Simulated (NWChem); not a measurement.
Program: NWChem. System: Li₂, charge 0, spin multiplicity 1, at a geometry optimised with B3LYP/def2-SVP. The structure started from a generated list of species. Level: CCSD(T)/def2-TZVP, no orbitals frozen.

Job file:

```
start mol
memory heap 100 mb stack 700 mb global 1900 mb
geometry units angstroms nocenter noautoz
  Li     0.000000     0.000000     1.376199
  Li     0.000000     0.000000    -1.376199
  symmetry group D2h
end
basis spherical
  * library def2-tzvp
end
scf
  rhf
  nopen 0
  maxiter 100
  thresh 1e-7
  semidirect memsize 60000000 filesize 0
end
tce
  ccsd(t)
  2eorb
  2emet 13
  thresh 1e-6
  maxiter 100
  tilesize 24
end
task tce energy
```

Output (cleaned and shortened):

```
             Northwest Computational Chemistry Package (NWChem) 7.3.0
             --------------------------------------------------------

                                NWChem Input Module
                                -------------------

 Scaling coordinates for geometry "geometry" by  1.889725989
 (inverse scale =  0.529177249)

 Turning off AUTOSYM since
 SYMMETRY directive was detected!

                             Geometry "geometry" -> ""
                             -------------------------

 Output coordinates in angstroms (scale by  1.889725989 to convert to a.u.)

  No.       Tag          Charge          X              Y              Z
 ---- ---------------- ---------- -------------- -------------- --------------
    1 Li                   3.0000     0.00000000     0.00000000     1.37619900
    2 Li                   3.0000     0.00000000     0.00000000    -1.37619900

 Effective nuclear repulsion energy (a.u.)       1.7303439550

            Nuclear Dipole moment (a.u.)
            ----------------------------
        X                 Y               Z
 ---------------- ---------------- ----------------
     0.0000000000     0.0000000000     0.0000000000

      Symmetry information
      --------------------

 Group name             D2h
 Group number             26
 Group order               8
 No. of unique centers     1

      Symmetry unique atoms

     1


 Summary of "ao basis" -> "" (spherical)
 ------------------------------------------------------------------------------
       Tag                 Description            Shells   Functions and Types
 ---------------- ------------------------------  ------  ---------------------
 *                         def2-tzvp                  on all atoms

 Summary of "ao basis" -> "ao basis" (spherical)
 ------------------------------------------------------------------------------
       Tag                 Description            Shells   Functions and Types
 ---------------- ------------------------------  ------  ---------------------
 Li                        def2-tzvp                 8       14   5s3p

                                 NWChem SCF Module
                                 -----------------

  ao basis        = "ao basis"
  functions       =    28
  atoms           =     2
  closed shells   =     3
  open shells     =     0
  charge          =   0.00
  wavefunction    = RHF
  use symmetry    = T
  symmetry adapt  = T

 Summary of "ao basis" -> "ao basis" (spherical)
 ------------------------------------------------------------------------------
       Tag                 Description            Shells   Functions and Types
 ---------------- ------------------------------  ------  ---------------------
 Li                        def2-tzvp                 8       14   5s3p

      Symmetry analysis of basis
      --------------------------

        ag          8
        au          0
        b1g         0
        b1u         8
        b2g         3
        b2u         3
        b3g         3
        b3u         3

 Forming initial guess at       0.0s

      Superposition of Atomic Density Guess
      -------------------------------------

 Sum of atomic energies:         -14.86530318

      Non-variational initial energy
      ------------------------------

 Total energy =     -14.803758
 1-e energy   =     -22.849432
 2-e energy   =       6.315329
 HOMO         =      -0.161060
 LUMO         =      -0.019925

      Symmetry analysis of molecular orbitals - initial
      -------------------------------------------------

 !! scf_movecs_sym_adapt:   12 vectors were symmetry contaminated

  Symmetry fudging

 !! scf_movecs_sym_adapt:   12 vectors were symmetry contaminated

  Numbering of irreducible representations:

     1 ag          2 au          3 b1g         4 b1u         5 b2g
     6 b2u         7 b3g         8 b3u

  Orbital symmetries:

     1 ag          2 b1u         3 ag          4 b1u         5 b3u
     6 b2u         7 ag          8 b2g         9 b3g        10 ag
    11 b1u        12 b1u        13 b2u

 Starting SCF solution at       0.1s

 ----------------------------------------------
         Quadratically convergent ROHF

 Convergence threshold     :          1.000E-07
 Maximum no. of iterations :          100
 Final Fock-matrix accuracy:          1.000E-09
 ----------------------------------------------

              iter       energy          gnorm     gmax       time
             ----- ------------------- --------- --------- --------
                 1      -14.8693428958  7.68D-02  3.60D-02      0.1
                 2      -14.8709077162  2.03D-03  1.64D-03      0.1
                 3      -14.8709097818  2.13D-06  1.73D-06      0.1
                 4      -14.8709097818  1.36D-09  6.00D-10      0.1

       Final RHF  results
       ------------------

         Total SCF energy =    -14.870909781823
      One-electron energy =    -23.017799377570
      Two-electron energy =      6.416545640768
 Nuclear repulsion energy =      1.730343954979

        Time for solution =      0.0s

       Symmetry analysis of molecular orbitals - final
       -----------------------------------------------

  Numbering of irreducible representations:

     1 ag          2 au          3 b1g         4 b1u         5 b2g
     6 b2u         7 b3g         8 b3u

  Orbital symmetries:

     1 ag          2 b1u         3 ag          4 b1u         5 b2u
     6 b3u         7 ag          8 b3g         9 b2g        10 b1u
    11 ag         12 b1u        13 ag

             Final eigenvalues
             -----------------

              1
    1   -2.4561
    2   -2.4558
    3   -0.1805
    4    0.0131
    5    0.0616
    6    0.0616
    7    0.0727
    8    0.1278
    9    0.1278
   10    0.1527
   11    0.1543
   12    0.2471
   13    0.6781

                       ROHF Final Molecular Orbital Analysis
                       -------------------------------------

 Vector    2  Occ=2.000000D+00  E=-2.455830D+00  Symmetry=b1u
              MO Center=  0.0D+00,  0.0D+00,  1.8D-16, r^2= 2.0D+00
   Bfn.  Coefficient  Atom+Function         Bfn.  Coefficient  Atom+Function
  ----- ------------  ---------------      ----- ------------  ---------------
     2      0.464266  1 Li s                 16     -0.464266  2 Li s
     1      0.170954  1 Li s                 15     -0.170954  2 Li s
     3      0.154142  1 Li s                 17     -0.154142  2 Li s

 Vector    3  Occ=2.000000D+00  E=-1.804605D-01  Symmetry=ag
              MO Center=  2.7D-34,  6.4D-34, -5.2D-17, r^2= 5.3D+00
   Bfn.  Coefficient  Atom+Function         Bfn.  Coefficient  Atom+Function
  ----- ------------  ---------------      ----- ------------  ---------------
     5      0.303079  1 Li s                 19      0.303079  2 Li s
     4      0.278614  1 Li s                 18      0.278614  2 Li s

 Vector    4  Occ=0.000000D+00  E= 1.307892D-02  Symmetry=b1u
              MO Center= -5.1D-33, -2.0D-33,  2.5D-16, r^2= 1.3D+01
   Bfn.  Coefficient  Atom+Function         Bfn.  Coefficient  Atom+Function
  ----- ------------  ---------------      ----- ------------  ---------------
     5      1.141725  1 Li s                 19     -1.141725  2 Li s

 Vector    5  Occ=0.000000D+00  E= 6.161847D-02  Symmetry=b2u
              MO Center=  4.4D-48,  3.2D-18, -2.4D-18, r^2= 6.9D+00
   Bfn.  Coefficient  Atom+Function         Bfn.  Coefficient  Atom+Function
  ----- ------------  ---------------      ----- ------------  ---------------
    10      0.569148  1 Li py                24      0.569148  2 Li py

 Vector    6  Occ=0.000000D+00  E= 6.161847D-02  Symmetry=b3u
              MO Center=  1.2D-35,  1.8D-68, -2.7D-18, r^2= 6.9D+00
   Bfn.  Coefficient  Atom+Function         Bfn.  Coefficient  Atom+Function
  ----- ------------  ---------------      ----- ------------  ---------------
     9      0.569148  1 Li px                23      0.569148  2 Li px

 center of mass
 --------------
 x =   0.00000000 y =   0.00000000 z =   0.00000000

 moments of inertia (a.u.)
 ------------------
          94.902952409233           0.000000000000           0.000000000000
           0.000000000000          94.902952409233           0.000000000000
           0.000000000000           0.000000000000           0.000000000000

  Mulliken analysis of the total density
  --------------------------------------

    Atom       Charge   Shell Charges
 -----------   ------   -------------------------------------------------------
    1 Li   3     3.00   0.36  1.30  0.32  0.42  0.52  0.01  0.08  0.00
    2 Li   3     3.00   0.36  1.30  0.32  0.42  0.52  0.01  0.08  0.00

       Multipole analysis of the density wrt the origin
       ------------------------------------------------

     L   x y z        total         open         nuclear
     -   - - -        -----         ----         -------
     0   0 0 0     -0.000000      0.000000      6.000000

     1   1 0 0     -0.000000      0.000000      0.000000
     1   0 1 0     -0.000000      0.000000      0.000000
     1   0 0 1      0.000000      0.000000      0.000000

     2   2 0 0    -12.494646      0.000000      0.000000
     2   1 1 0     -0.000000      0.000000      0.000000
     2   1 0 1      0.000000      0.000000      0.000000
     2   0 2 0    -12.494646      0.000000      0.000000
     2   0 1 1     -0.000000      0.000000      0.000000
     2   0 0 2     -1.249534      0.000000     40.579940

                   NWChem Extensible Many-Electron Theory Module
                   ---------------------------------------------


            General Information
            -------------------
      Number of processors :     1
         Wavefunction type : Restricted Hartree-Fock
          No. of electrons :     6
           Alpha electrons :     3
            Beta electrons :     3
           No. of orbitals :    56
            Alpha orbitals :    28
             Beta orbitals :    28
        Alpha frozen cores :     0
         Beta frozen cores :     0
     Alpha frozen virtuals :     0
      Beta frozen virtuals :     0
         Spin multiplicity : singlet
    Number of AO functions :    28
       Number of AO shells :    16
        Use of symmetry is : on
      Symmetry adaption is : on
         Schwarz screening : 0.10D-09

          Correlation Information
          -----------------------
          Calculation type : Coupled-cluster singles & doubles w/ perturbation
   Perturbative correction : (T)
            Max iterations :      100
        Residual threshold : 0.10D-05
     T(0) DIIS level shift : 0.00D+00
     L(0) DIIS level shift : 0.00D+00
     T(1) DIIS level shift : 0.00D+00
     L(1) DIIS level shift : 0.00D+00
     T(R) DIIS level shift : 0.00D+00
     T(I) DIIS level shift : 0.00D+00
   CC-T/L Amplitude update :  5-th order DIIS
                I/O scheme : Global Array Library
        L-threshold :  0.10D-05
        EOM-threshold :  0.10D-05
 no EOMCCSD initial starts read in
 TCE RESTART OPTIONS
 SLICE:      F
 D4D5:       F
 quantumc:   F
 qrotation:  F
 pwtce:      F
 qducc:      F
 nacto:                         0
 nrotv:                         0
 nrot:                          0

            Memory Information
            ------------------
          Available GA space size is     249036016 doubles
          Available MA space size is     104856276 doubles

 Maximum block size supplied by input
 Maximum block size        24 doubles

 tile_dim =      7

 -------------------------------------------------

 Global array virtual files algorithm will be used

 Parallel file system coherency ......... OK

 4-electron integrals stored in orbital form

 v2    file size   =            23785
 4-index algorithm nr.  13 is used
 imaxsize =       30
 imaxsize ichop =        0


CCSD iterations
 ---------------------------------------------------------
 Iter          Residuum       Correlation     Cpu    Wall
 ---------------------------------------------------------
    1   0.1263641777360  -0.0768397573980     0.1     0.1
    2   0.0255411917972  -0.0897893449842     0.1     0.1
    3   0.0112490517973  -0.0931295126619     0.1     0.1
    4   0.0064243111967  -0.0944139738404     0.1     0.1
    5   0.0038019945861  -0.0950322667751     0.1     0.1
    6   0.0003713605480  -0.0958080179289     0.1     0.1
    7   0.0001668187252  -0.0958016499365     0.1     0.1
    8   0.0000957176013  -0.0958002989866     0.1     0.1
    9   0.0000583468429  -0.0958000333981     0.1     0.1
   10   0.0000364251921  -0.0958002042174     0.1     0.1
   11   0.0000054954669  -0.0958008830956     0.1     0.1
   12   0.0000024645496  -0.0958011117053     0.1     0.1
   13   0.0000014007080  -0.0958012222406     0.1     0.1
   14   0.0000008521184  -0.0958012817503     0.1     0.1
 -----------------------------------------------------------------
 Iterations converged
 CCSD correlation energy / hartree =        -0.095801281750297
 CCSD total energy / hartree       =       -14.966711063572934

 Singles contributions

 Doubles contributions
     7ag  (alpha)     7ag  (beta ) ---     3ag  (alpha)     3ag  (beta )       -0.1087769822
     4b1u (alpha)     4b1u (beta ) ---     3ag  (alpha)     3ag  (beta )       -0.1070983201
     5b2u (alpha)     5b2u (beta ) ---     3ag  (alpha)     3ag  (beta )       -0.1691629891
     6b3u (alpha)     6b3u (beta ) ---     3ag  (alpha)     3ag  (beta )       -0.1691629891
 CCSD(T)
 Using plain CCSD(T) code
             total no. of tasks          134
 total no. of tasks / no. procs          134
                         wl_min           54           1.9
                         wl_max         2352           3.6
        thresh for no. of tasks          134

 CCSD[T]  correction energy / hartree =        -0.000352620513079
 CCSD[T] correlation energy / hartree =        -0.096153902263376
 CCSD[T] total energy / hartree       =       -14.967063684086012
 CCSD(T)  correction energy / hartree =        -0.000351313223192
 CCSD(T) correlation energy / hartree =        -0.096152594973489
 CCSD(T) total energy / hartree       =       -14.967062376796125

 Task  times  cpu:        1.1s     wall:        1.1s

 Total times  cpu:        1.2s     wall:        1.2s
```
